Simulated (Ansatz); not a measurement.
# C₃H₃NO: one species, many methods

One table from this session's results is given with a row withheld; the runs are named, their logs left out.

Method: functionals in def2-TZVPP, the program's frozen cores in correlated methods; program: Ansatz 0.2.0, Gaussian basis.

Levels to be run: LDA (SPW92), PBE-D4, revPBE-D4, BLYP-D4, r2SCAN-D4, B97M-V, PBE0-D4, B3LYP-D4, r2SCANh-D4, r2SCAN0-D4, HSE06-D4, BHLYP-D4, CAM-B3LYP-D4, LC-ωPBE, ωB97X-V, ωB97M-V, B2PLYP, PBE-QIDH; CCSD(T)/def2-SVP; CCSD(T)/def2-TZVPP; MP2/def2-QZVPP; extrapolation to the limit; RPA on PBE.

### Structure used throughout

The geometry comes from an earlier relaxation with PBE0-D4 in a triple-zeta def2 set; it is a stationary point, not always the lowest conformer.

SMILES `CN=C=C=O`, 8 atoms, charge 0, spin multiplicity 1.

Atoms are counted from 1 here; the program's logs count them from 0.

Bond lengths: C1–N2 1.442 Å, C1–H6 1.094 Å, C1–H7 1.094 Å, C1–H8 1.094 Å, N2–C3 1.252 Å, C3–C4 1.342 Å, C4–O5 1.161 Å. Angles: N2–C1–H6 107.9°, N2–C1–H7 107.9°, N2–C1–H8 114.0°, H6–C1–H7 106.3°, H6–C1–H8 110.2°, H7–C1–H8 110.2°, C1–N2–C3 117.9°, N2–C3–C4 138.0°, C3–C4–O5 157.4°.

As a file:

```mol
C3H3NO
  3D, bonds by distance, orders not assigned

  8  7  0  0  0  0  0  0  0  0999 V2000
   -0.4985   -0.9685    0.8221 C   0  0
    0.5380   -0.0741    0.3685 N   0  0
    0.2924    0.6561   -0.6190 C   0  0
    0.9207    1.5903   -1.3497 C   0  0
    1.0605    2.3800   -2.1887 O   0  0
   -0.7025   -0.7410    1.8724 H   0  0
   -0.0971   -1.9859    0.8010 H   0  0
   -1.4212   -0.9142    0.2376 H   0  0
  1  2  8  0
  2  3  8  0
  3  4  8  0
  4  5  8  0
  1  6  8  0
  1  7  8  0
  1  8  8  0
M  END
```

The first run:

in.yaml

```yaml
crystal:
  periodic: [false, false, false]
  atoms:
    - {symbol: C, position_ang: [-0.498550, -0.968538, 0.822109]}
    - {symbol: N, position_ang: [0.537959, -0.074069, 0.368528]}
    - {symbol: C, position_ang: [0.292402, 0.656116, -0.619028]}
    - {symbol: C, position_ang: [0.920715, 1.590305, -1.349708]}
    - {symbol: O, position_ang: [1.060493, 2.380047, -2.188725]}
    - {symbol: H, position_ang: [-0.702522, -0.741021, 1.872437]}
    - {symbol: H, position_ang: [-0.097123, -1.985876, 0.801003]}
    - {symbol: H, position_ang: [-1.421175, -0.914165, 0.237586]}
basis:
  gaussian: {orbitals: def2-TZVPP}
hamiltonian: {xc: lda}
output: {orbitals: {seedname: orbitals}}
```

Command:

```console
$ ansatz run in.yaml --threads 2 --pin off --events-out ev --progress --plain --max-ram 4352MiB
```

Steps of the session up to this table: LDA; PBE-D4 (GGA); revPBE-D4 (GGA); BLYP-D4 (GGA); r2SCAN-D4 (meta-GGA); B97M-V (meta-GGA); PBE0-D4 (hybrid); B3LYP-D4 (hybrid); r2SCANh-D4 (hybrid); r2SCAN0-D4 (hybrid); HSE06-D4 (hybrid); BHLYP-D4 (hybrid); CAM-B3LYP-D4 (range-separated); LC-ωPBE (range-separated); ωB97X-V (range-separated); ωB97M-V (range-separated); B2PLYP (double hybrid); PBE-QIDH (double hybrid).

One table of the session follows, with a row left open; its other results are not shown here.

It belongs to the step «Orbital energies across the functionals». 

| functional | HOMO (eV) | LUMO (eV) | gap (eV) |
| --- | --- | --- | --- |
| LDA (SPW92) | -5.17 | -4.16 | 1.01 |
| PBE-D4 | -5.02 | -3.91 | 1.10 |
| revPBE-D4 | -4.95 | -3.82 | 1.13 |
| BLYP-D4 | -4.93 | -3.77 | 1.16 |
| r2SCAN-D4 | -5.24 | -3.82 | 1.42 |
| B97M-V | -5.35 | -3.67 | 1.69 |
| PBE0-D4 | -6.27 | -2.96 | 3.31 |
| B3LYP-D4 | -6.09 | -3.18 | 2.91 |
| r2SCANh-D4 | -5.71 | -3.47 | 2.25 |
| r2SCAN0-D4 | ? | ? | ? |
| HSE06-D4 | -5.87 | -3.34 | 2.53 |
| BHLYP-D4 | -7.47 | -1.84 | 5.63 |
| CAM-B3LYP-D4 | -7.62 | -1.80 | 5.83 |
| LC-ωPBE | -8.86 | -0.64 | 8.22 |
| ωB97X-V | -8.55 | -0.68 | 7.87 |
| ωB97M-V | -8.46 | -0.70 | 7.76 |

Estimate the missing values for r2SCAN0-D4.

Worked estimate for «HOMO (eV)». Against the share of exact exchange, r2SCAN-D4 (0, -5.24), r2SCANh-D4 (0.1, -5.71) give a slope of -4.70 per unit share; at 0.25 the line stands at -6.41.

**Answer.** HOMO (eV): -6.43; LUMO (eV): -2.92; gap (eV): 3.51. In «HOMO (eV)» the line misses by +0.02.
